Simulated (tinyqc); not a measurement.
Worked calculation: UHF in the sto-6g basis, for H2O, spin multiplicity 3. One step of it, computed by the program tinyqc.

Problem. Iteration 2: building the Fock matrix. J_ij = sum D_kl (ij|kl) with D = D(alpha) + D(beta), K_ij = sum D_kl (ik|jl) for each spin; F = H + J - K(s); E = tr D H + tr D J / 2 - 0.5 sum_s tr D(s) K(s) + E_nn.

D(alpha) after iteration 1, order 1O 1s, 1O 2s, 1O 2px, 1O 2py, 1O 2pz, 2H 1s, 3H 1s:
```
[[1.063839, -0.300954, 0.001212, -0.017129, -0.034370, 0.085649, 0.043028],
 [-0.300954, 1.487061, -0.012616, 0.178349, 0.272167, -0.708520, -0.264736],
 [0.001212, -0.012616, 0.998023, 0.027952, -0.000143, -0.019515, 0.050038],
 [-0.017129, 0.178349, 0.027952, 0.853736, 0.002026, -0.172041, -0.259466],
 [-0.034370, 0.272167, -0.000143, 0.002026, 1.145895, -0.313443, -0.308400],
 [0.085649, -0.708520, -0.019515, -0.172041, -0.313443, 1.280786, 0.355061],
 [0.043028, -0.264736, 0.050038, -0.259466, -0.308400, 0.355061, 0.207069]]
```

D(beta) after iteration 1, order 1O 1s, 1O 2s, 1O 2px, 1O 2py, 1O 2pz, 2H 1s, 3H 1s:
```
[[1.049924, -0.214445, 0.022794, 0.028526, 0.014542, -0.033874, -0.007266],
 [-0.214445, 0.944280, -0.080364, -0.069132, -0.064494, 0.071629, 0.033352],
 [0.022794, -0.080364, 0.473560, -0.426778, 0.137251, -0.056737, 0.085962],
 [0.028526, -0.069132, -0.426778, 0.430403, 0.024691, 0.077284, -0.104026],
 [0.014542, -0.064494, 0.137251, 0.024691, 0.884725, 0.193629, -0.091421],
 [-0.033874, 0.071629, -0.056737, 0.077284, 0.193629, 0.064927, -0.035922],
 [-0.007266, 0.033352, 0.085962, -0.104026, -0.091421, -0.035922, 0.033546]]
```

core Hamiltonian H = T + V (hartree), order 1O 1s, 1O 2s, 1O 2px, 1O 2py, 1O 2pz, 2H 1s, 3H 1s:
```
[[-32.949715, -7.282749, 0.000000, 0.000000, -0.017949, -1.457182, -1.457182],
 [-7.282749, -9.168043, 0.000000, 0.000000, -0.204775, -3.245883, -3.245883],
 [0.000000, 0.000000, -7.409682, 0.000000, 0.000000, 0.000000, 0.000000],
 [0.000000, 0.000000, 0.000000, -7.531326, 0.000000, -1.766591, 1.766591],
 [-0.017949, -0.204775, 0.000000, 0.000000, -7.495823, -1.549667, -1.549667],
 [-1.457182, -3.245883, 0.000000, -1.766591, -1.549667, -4.769912, -1.361422],
 [-1.457182, -3.245883, 0.000000, 1.766591, -1.549667, -1.361422, -4.769912]]
```

Two-electron integrals (ij|kl) in chemists' order, unique and non-zero (hartree):
```
(11|11) 4.787491    (21|11) 0.675884    (21|21) 0.121505    (22|11) 1.117379
(22|21) 0.249212    (22|22) 0.817383    (31|31) 0.025762    (32|31) 0.039145
(32|32) 0.180664    (33|11) 1.117381    (33|21) 0.249212    (33|22) 0.817382
(33|33) 0.880663    (41|41) 0.025762    (42|41) 0.039145    (42|42) 0.180664
(43|43) 0.047461    (44|11) 1.117381    (44|21) 0.249212    (44|22) 0.817382
(44|33) 0.785741    (44|44) 0.880663    (51|51) 0.025762    (52|51) 0.039145
(52|52) 0.180664    (53|53) 0.047461    (54|54) 0.047461    (55|11) 1.117381
(55|21) 0.249212    (55|22) 0.817382    (55|33) 0.785741    (55|44) 0.785741
(55|55) 0.880663    (61|11) 0.143176    (61|21) 0.024672    (61|22) 0.049501
(61|33) 0.049395    (61|41) 0.000924    (61|42) 0.001805    (61|44) 0.049582
(61|51) 0.000777    (61|52) 0.001519    (61|54) 0.000157    (61|55) 0.049527
(61|61) 0.005106    (62|11) 0.350023    (62|21) 0.079169    (62|22) 0.287748
(62|33) 0.282954    (62|41) 0.004852    (62|42) 0.035905    (62|44) 0.291373
(62|51) 0.004083    (62|52) 0.030215    (62|54) 0.007085    (62|55) 0.288916
(62|61) 0.016164    (62|62) 0.126354    (63|31) 0.008769    (63|32) 0.049452
(63|43) 0.007396    (63|53) 0.006224    (63|63) 0.017807    (64|11) 0.194092
(64|21) 0.044521    (64|22) 0.172591    (64|33) 0.164832    (64|41) 0.011155
(64|42) 0.069756    (64|44) 0.184591    (64|51) 0.002008    (64|52) 0.017085
(64|54) 0.010404    (64|55) 0.168350    (64|61) 0.009502    (64|62) 0.092146
(64|64) 0.084270    (65|11) 0.163330    (65|21) 0.037465    (65|22) 0.145237
(65|33) 0.138708    (65|41) 0.002008    (65|42) 0.017085    (65|44) 0.142888
(65|51) 0.010459    (65|52) 0.063830    (65|54) 0.010913    (65|55) 0.154115
(65|61) 0.007996    (65|62) 0.077541    (65|64) 0.055930    (65|65) 0.064872
(66|11) 0.495360    (66|21) 0.114127    (66|22) 0.474620    (66|33) 0.455735
(66|41) 0.009024    (66|42) 0.091438    (66|44) 0.488901    (66|51) 0.007594
(66|52) 0.076946    (66|54) 0.027910    (66|55) 0.479221    (66|61) 0.023539
(66|62) 0.264837    (66|64) 0.220464    (66|65) 0.185522    (66|66) 0.774999
(71|11) 0.143176    (71|21) 0.024672    (71|22) 0.049501    (71|33) 0.049395
(71|41) -0.000924   (71|42) -0.001805   (71|44) 0.049582    (71|51) 0.000777
(71|52) 0.001519    (71|54) -0.000157   (71|55) 0.049527    (71|61) 0.005034
(71|62) 0.015650    (71|64) 0.008381    (71|65) 0.007743    (71|66) 0.022518
(71|71) 0.005106    (72|11) 0.350023    (72|21) 0.079169    (72|22) 0.287748
(72|33) 0.282954    (72|41) -0.004852   (72|42) -0.035905   (72|44) 0.291373
(72|51) 0.004083    (72|52) 0.030215    (72|54) -0.007085   (72|55) 0.288916
(72|61) 0.015650    (72|62) 0.102963    (72|64) 0.051728    (72|65) 0.061487
(72|66) 0.177239    (72|71) 0.016164    (72|72) 0.126354    (73|31) 0.008769
(73|32) 0.049452    (73|43) -0.007396   (73|53) 0.006224    (73|63) 0.014071
(73|73) 0.017807    (74|11) -0.194092   (74|21) -0.044521   (74|22) -0.172591
(74|33) -0.164832   (74|41) 0.011155    (74|42) 0.069756    (74|44) -0.184591
(74|51) -0.002008   (74|52) -0.017085   (74|54) 0.010404    (74|55) -0.168350
(74|61) -0.008381   (74|62) -0.051728   (74|64) -0.012412   (74|65) -0.030209
(74|66) -0.079166   (74|71) -0.009502   (74|72) -0.092146   (74|74) 0.084270
(75|11) 0.163330    (75|21) 0.037465    (75|22) 0.145237    (75|33) 0.138708
(75|41) -0.002008   (75|42) -0.017085   (75|44) 0.142888    (75|51) 0.010459
(75|52) 0.063830    (75|54) -0.010913   (75|55) 0.154115    (75|61) 0.007743
(75|62) 0.061487    (75|64) 0.030209    (75|65) 0.050196    (75|66) 0.115890
(75|71) 0.007996    (75|72) 0.077541    (75|74) -0.055930   (75|75) 0.064872
(76|11) 0.134611    (76|21) 0.030775    (76|22) 0.121557    (76|33) 0.118643
(76|44) 0.120823    (76|51) 0.002478    (76|52) 0.021855    (76|55) 0.125204
(76|61) 0.006224    (76|62) 0.053596    (76|64) 0.033725    (76|65) 0.036983
(76|66) 0.117557    (76|71) 0.006224    (76|72) 0.053596    (76|74) -0.033725
(76|75) 0.036983    (76|76) 0.028207    (77|11) 0.495360    (77|21) 0.114127
(77|22) 0.474620    (77|33) 0.455735    (77|41) -0.009024   (77|42) -0.091438
(77|44) 0.488901    (77|51) 0.007594    (77|52) 0.076946    (77|54) -0.027910
(77|55) 0.479221    (77|61) 0.022518    (77|62) 0.177239    (77|64) 0.079166
(77|65) 0.115890    (77|66) 0.327956    (77|71) 0.023539    (77|72) 0.264837
(77|74) -0.220464   (77|75) 0.185522    (77|76) 0.117557    (77|77) 0.774999
```

nuclear repulsion = 8.48159399 hartree

Give: Coulomb J; exchange K(alpha); exchange K(beta); F(alpha); F(beta); total energy of this density.

Solution.

Coulomb J (hartree), order 1O 1s, 1O 2s, 1O 2px, 1O 2py, 1O 2pz, 2H 1s, 3H 1s:
```
[[17.7114, 3.1547, -0.0050, 0.0061, 0.0121, 0.6458, 0.6452],
 [3.1547, 8.2859, -0.0258, 0.0580, 0.1001, 2.9357, 2.8692],
 [-0.0050, -0.0258, 8.2532, -0.0410, 0.0138, -0.0119, 0.0015],
 [0.0061, 0.0580, -0.0410, 8.2811, 0.0242, 1.7815, -1.6775],
 [0.0121, 0.1001, 0.0138, 0.0242, 8.3233, 1.5217, 1.4644],
 [0.6458, 2.9357, -0.0119, 1.7815, 1.5217, 5.0685, 1.2335],
 [0.6452, 2.8692, 0.0015, -1.6775, 1.4644, 1.2335, 4.6927]]
```

exchange K(alpha) (hartree), order 1O 1s, 1O 2s, 1O 2px, 1O 2py, 1O 2pz, 2H 1s, 3H 1s:
```
[[4.9434, 0.7894, -0.0005, 0.0036, 0.0027, 0.1712, 0.1751],
 [0.7894, 1.4264, -0.0021, 0.0256, 0.0381, 0.5214, 0.4870],
 [-0.0005, -0.0021, 1.1824, 0.0113, 0.0043, -0.0019, 0.0121],
 [0.0036, 0.0256, 0.0113, 1.1291, -0.0203, 0.3004, -0.2981],
 [0.0027, 0.0381, 0.0043, -0.0203, 1.1904, 0.2573, 0.1709],
 [0.1712, 0.5214, -0.0019, 0.3004, 0.2573, 0.8724, 0.2243],
 [0.1751, 0.4870, 0.0121, -0.2981, 0.1709, 0.2243, 0.4119]]
```

exchange K(beta) (hartree), order 1O 1s, 1O 2s, 1O 2px, 1O 2py, 1O 2pz, 2H 1s, 3H 1s:
```
[[4.8915, 0.7496, 0.0046, 0.0086, 0.0021, 0.1612, 0.1617],
 [0.7496, 1.1938, -0.0639, -0.0540, 0.0002, 0.4445, 0.4362],
 [0.0046, -0.0639, 0.6747, -0.3802, 0.1186, -0.0945, 0.1012],
 [0.0086, -0.0540, -0.3802, 0.7163, 0.0705, 0.1828, -0.1911],
 [0.0021, 0.0002, 0.1186, 0.0705, 1.0537, 0.2666, 0.1516],
 [0.1612, 0.4445, -0.0945, 0.1828, 0.2666, 0.3754, 0.1630],
 [0.1617, 0.4362, 0.1012, -0.1911, 0.1516, 0.1630, 0.2845]]
```

F(alpha) (hartree), order 1O 1s, 1O 2s, 1O 2px, 1O 2py, 1O 2pz, 2H 1s, 3H 1s:
```
[[-20.1818, -4.9175, -0.0045, 0.0025, -0.0085, -0.9825, -0.9872],
 [-4.9175, -2.3086, -0.0237, 0.0324, -0.1427, -0.8316, -0.8637],
 [-0.0045, -0.0237, -0.3388, -0.0523, 0.0095, -0.0099, -0.0106],
 [0.0025, 0.0324, -0.0523, -0.3793, 0.0445, -0.2855, 0.3872],
 [-0.0085, -0.1427, 0.0095, 0.0445, -0.3629, -0.2852, -0.2561],
 [-0.9825, -0.8316, -0.0099, -0.2855, -0.2852, -0.5738, -0.3522],
 [-0.9872, -0.8637, -0.0106, 0.3872, -0.2561, -0.3522, -0.4892]]
```

F(beta) (hartree), order 1O 1s, 1O 2s, 1O 2px, 1O 2py, 1O 2pz, 2H 1s, 3H 1s:
```
[[-20.1298, -4.8777, -0.0096, -0.0024, -0.0080, -0.9725, -0.9737],
 [-4.8777, -2.0760, 0.0381, 0.1120, -0.1048, -0.7547, -0.8129],
 [-0.0096, 0.0381, 0.1689, 0.3392, -0.1048, 0.0826, -0.0997],
 [-0.0024, 0.1120, 0.3392, 0.0335, -0.0463, -0.1678, 0.2802],
 [-0.0080, -0.1048, -0.1048, -0.0463, -0.2262, -0.2945, -0.2369],
 [-0.9725, -0.7547, 0.0826, -0.1678, -0.2945, -0.0768, -0.2909],
 [-0.9737, -0.8129, -0.0997, 0.2802, -0.2369, -0.2909, -0.3618]]
```

total energy of this density = -74.999957 hartree
